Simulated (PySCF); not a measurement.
Species: C5H8.
Cartesian coordinates in Å at the PBE0-D3(BJ)/def2-SVP level; atoms count from 1:
```xyz
13
C5H8 angstrom
C      2.7401   -0.0744    0.3108
C      1.5364   -0.1533   -0.1962
C      0.3291   -0.2219   -0.7002
C     -0.8476    0.6042   -0.2565
C     -1.9536   -0.2406    0.3661
H      3.4921    0.6001   -0.1130
H      3.0358   -0.6817    1.1733
H      0.1460   -0.9609   -1.4931
H     -1.2496    1.1452   -1.1314
H     -0.5063    1.3711    0.4560
H     -2.8162    0.3813    0.6504
H     -1.5932   -0.7576    1.2684
H     -2.3126   -1.0103   -0.3355
```

Computed, not measured: core-valence-separated Tamm–Dancoff BHandHLYP/aug-pcX-1 (pcseg-1 on H) in PySCF, non-relativistic, gas phase, PBE0-D3(BJ)/def2-SVP geometry. Absolute energies from this functional tend to lie a few eV below measured edges; no shift was applied.

The lowest roots of each edge with f over 0.003 (five at most, numbered afresh; weaker and dark ones are left out), with transition dipoles (au) in the frame of the coordinates:

```csv
root,edge,E (eV),μx,μy,μz
1,C,283.02,-0.0293,0.0705,0.0604
2,C,283.22,-0.0276,0.0649,0.0553
3,C,283.32,0.0227,0.0644,-0.0646
4,C,283.39,0.0224,0.0647,-0.0643
5,C,285.35,-0.0294,-0.0141,0.0089
```

Question: What are the oscillator strengths?

Answer: f = (2/3) ΔE |μ|², with ΔE in hartree (27.2114 eV):

```tsv
root	ΔE (Eh)	|μ|² (au)	f	core hole on
1	10.4008	0.009480	0.066	C2
2	10.4081	0.008031	0.056	C1
3	10.4117	0.008831	0.061	C2
4	10.4145	0.008817	0.061	C3
5	10.4863	0.001143	0.008	C5
```

Question: Molecules are fixed in this frame and the field points along (0, 1, 1)/√2. What effective strengths 3 f cos²θ do the roots have (θ between field and μ)?

Answer: root 1 (C2): 0.178, root 2 (C1): 0.150, root 3 (C2): 0.000, root 4 (C3): 0.000, root 5 (C5): 0.000. Root 1 is the strongest. Averaged over all orientations cos²θ is 1/3, which gives f back.

One conformer stands for the species.
